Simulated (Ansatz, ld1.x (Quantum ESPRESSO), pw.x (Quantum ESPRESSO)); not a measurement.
palladium (Pd): does the TM potential hold in the solid?

| Quantity | Value |
| --- | --- |
| Element | palladium |
| Generator | ld1.x (Quantum ESPRESSO) 7.5 |
| Type | norm-conserving Troullier–Martins (Kleinman–Bylander form) |
| Functional | LDA (PW92) |
| Relativity | scalar-relativistic |
| Frozen core | [Kr] |
| Valence charge | 10 |
| Reference configuration | 4d10 5s0 5p0 |
| Partial waves | 5s (bound, empty): rc 2.30 bohr; 5p (bound, empty): rc 3.62 bohr; 4d (bound): rc 2.20 bohr |
| Local potential | all-electron potential smoothed inside 1.80 bohr (lloc = -2) |
| Core correction | none |

Atomic tests: cutoffs needed: 45 Ry and 70 Ry (the cutoffs (Ry, on a coarse ladder) from which the occupation-weighted sum of valence levels, in a spherical-Bessel basis at the reference potential, stays within 10 and 1 mRy of its value at 400 Ry); ghost test: no extra level below or beside the all-electron valence levels (s, p, d, f tested) (spherical-Bessel basis up to 400 Ry, 20 bohr box); configuration tests: 2 of 9 tests not solved or not reliable.

Crystal test: sc Pd in pw.x 7.5, no spin, 13³ k-points, Fermi–Dirac smearing 0.01 Ry, cutoffs 85/340 Ry. The lattice is a test structure that the element need not adopt, and mesh and smearing are coarse.

pw.x input:

```
&control
  calculation='scf', prefix='x', pseudo_dir='./', outdir='./tmp', tstress=.true., disk_io='none'
/
&system
  ibrav=0, nat=1, ntyp=1, ecutwfc=85, ecutrho=340, nbnd=12,
  occupations='smearing', smearing='fd', degauss=0.01
/
&electrons
  conv_thr=1e-09, mixing_beta=0.4, electron_maxstep=70
/
ATOMIC_SPECIES
Pd 1.0 Pd.UPF
CELL_PARAMETERS angstrom
  2.53870436 0.00000000 0.00000000
  0.00000000 2.53870436 0.00000000
  0.00000000 0.00000000 2.53870436
ATOMIC_POSITIONS crystal
Pd 0.0000 0.0000 0.0000
K_POINTS automatic
13 13 13 0 0 0
```

```bash
pw.x < Pd.scf.in > Pd.scf.out
```

Question: How does the run end?

Answer: It converges; the pressure is -0.71 GPa against 0.29 GPa from all-electron LAPW. The largest radius (3.62 bohr) exceeds half the bond length (2.40 bohr), so the spheres overlap, which is one possible source of error among others. Atomic configuration tests: 2 of 9 tests not solved or not reliable. The logarithmic derivative shows an extra or strongly shifted pseudo pole above the reference energy (s near 0.96 Ry). The log shows:

```
     charge density cutoff     =     340.0000  Ry
     scf convergence threshold =      1.0E-09
     Exchange-correlation= PW
     number of k points=    84  Fermi-Dirac smearing, width (Ry)=  0.0100
     iteration #  1     ecut=    85.00 Ry     beta= 0.40
     total energy              =     -57.58199170 Ry
     estimated scf accuracy    <       0.29224895 Ry
     iteration #  2     ecut=    85.00 Ry     beta= 0.40
     total energy              =     -57.63976471 Ry
     estimated scf accuracy    <       0.00202323 Ry
     iteration #  3     ecut=    85.00 Ry     beta= 0.40
     total energy              =     -57.64012050 Ry
     estimated scf accuracy    <       0.00062060 Ry
     iteration #  4     ecut=    85.00 Ry     beta= 0.40
     total energy              =     -57.64013093 Ry
     estimated scf accuracy    <       0.00002820 Ry
     iteration #  5     ecut=    85.00 Ry     beta= 0.40
     total energy              =     -57.64013351 Ry
     estimated scf accuracy    <       0.00000134 Ry
     iteration #  6     ecut=    85.00 Ry     beta= 0.40
     total energy              =     -57.64013377 Ry
     estimated scf accuracy    <       0.00000011 Ry
     iteration #  7     ecut=    85.00 Ry     beta= 0.40
     total energy              =     -57.64013378 Ry
     estimated scf accuracy    <          8.2E-09 Ry
     iteration #  8     ecut=    85.00 Ry     beta= 0.40
     the Fermi energy is    12.3986 ev
!    total energy              =     -57.64013378 Ry
     estimated scf accuracy    <          2.0E-11 Ry
     smearing contrib. (-TS)   =      -0.00515533 Ry
     The total energy is F=E-TS. E is the sum of the following terms:
     one-electron contribution =       2.59825405 Ry
     hartree contribution      =       8.65264659 Ry
     xc contribution           =      -9.74416924 Ry
     ewald contribution        =     -59.14170986 Ry
     convergence has been achieved in   8 iterations
          total   stress  (Ry/bohr**3)                   (kbar)     P=       -7.09
     Message from routine punch:
     Nothing written, as per user request (disk_io='none')
```
